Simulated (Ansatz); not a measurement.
Process, species as SMILES: ClC (CH3-Cl) → [CH3] (CH3) + Cl atom
B3LYP-D3(BJ)/def2-TZVP geometries, fixed; electronic energies without zero-point terms.
Largest species:
```xyz
5

C      0.0082     0.0133    -1.1337
Cl    -0.0048    -0.0077     0.6605
H      0.0175     1.0478    -1.4634
H      0.8997    -0.5040    -1.4752
H     -0.8852    -0.4920    -1.4879
```
Charge 0, spin multiplicity 1.

Energies in hartree at MP2 with Ansatz (an electronic-structure program); the bond dissociation energy is their sum with the coefficients shown, times 627.509 kcal/mol a hartree. All functions are spherical. Cores are frozen. Open shells are unrestricted. No added dispersion term, no relativity.

| species | coefficient | part | cc-pV(D+d)Z | cc-pV(T+d)Z | cc-pV(Q+d)Z |
|---|---|---|---|---|---|
| CCl (CH3-Cl) | -1 | Hartree-Fock | -499.11954 | -499.14866 | -499.15509 |
| CCl (CH3-Cl) | -1 | correlation | -0.28794 | -0.37308 | -0.40402 |
| [CH3] (CH3) | +1 | Hartree-Fock | -39.56381 | -39.57748 | -39.58026 |
| [CH3] (CH3) | +1 | correlation | -0.12660 | -0.15817 | -0.16836 |
| Cl atom | +1 | Hartree-Fock | -459.47140 | -459.48556 | -459.48916 |
| Cl atom | +1 | correlation | -0.11260 | -0.15854 | -0.17550 |

Question: Predict the bond dissociation energy in cc-pV(5+d)Z (X = 5): let each Hartree-Fock step shrink by the ratio of the last two, and fit each correlation energy at X = 3 and 4 to E + A/X^3. Compare with the run.

Answer: 
- CCl (CH3-Cl): steps -0.02912 and -0.00643, ratio 0.221, so Hartree-Fock -499.15651 (run: -499.15644); A = (-0.37308 - (-0.40402))/(1/27 - 1/64) = 1.4450, correlation -0.40402 - A/64 + A/125 = -0.41504 (run: -0.41649).
- [CH3] (CH3): steps -0.01367 and -0.00278, ratio 0.203, so Hartree-Fock -39.58082 (run: -39.58099); A = (-0.15817 - (-0.16836))/(1/27 - 1/64) = 0.4759, correlation -0.16836 - A/64 + A/125 = -0.17199 (run: -0.17213).
- Cl atom: steps -0.01416 and -0.00360, ratio 0.254, so Hartree-Fock -459.49007 (run: -459.48973); A = (-0.15854 - (-0.17550))/(1/27 - 1/64) = 0.7921, correlation -0.17550 - A/64 + A/125 = -0.18154 (run: -0.18264).
Predicted 92.33 kcal/mol; the run in cc-pV(5+d)Z gives 92.52, a miss of -0.19. Keeping the value in cc-pV(Q+d)Z, 91.51, would miss by -1.01. All sums are of the energies as printed.
